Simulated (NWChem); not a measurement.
Molecule: ethanol (C₂H₆O); SMILES CCO

```xyz
9

C      0.2487    -1.2036     0.0330
C     -0.5415     0.0900    -0.0189
O      0.2657     1.2331     0.0847
H     -0.4167    -2.0808     0.0084
H      0.8528    -1.2501     0.9518
H      0.9345    -1.2858    -0.8272
H     -1.1654     0.1124    -0.9364
H     -1.2425     0.1340     0.8303
H      0.8768     1.2319    -0.6592
```
Atoms are numbered in this order, from 1.

Results from NWChem. Pople sets run with spherical d functions. Coordinates come from a PBE0/def2-SVP optimisation. Solvent water, SMD (1 M gas to 1 M solution), gas-phase geometry.

```tsv
level	basis functions	solvation free energy (kcal/mol)	cavity-dispersion-structure term (kcal/mol)	dipole in solution (D)
PBE0/STO-3G	21	-2.0	2.4	1.59
PBE0/3-21G	39	-5.5	2.4	2.26
PBE0/6-31G*	54	-4.6	2.4	2.16
PBE0/6-31+G*	66	-5.5	2.4	[?]
PBE0/6-311G**	90	-4.5	2.4	2.17
PBE0/6-311++G**	108	-5.1	2.4	2.44
```

Question: Some entries are withheld; supply them.

Answer: 
- PBE0/6-31+G*, dipole in solution (D): 2.49
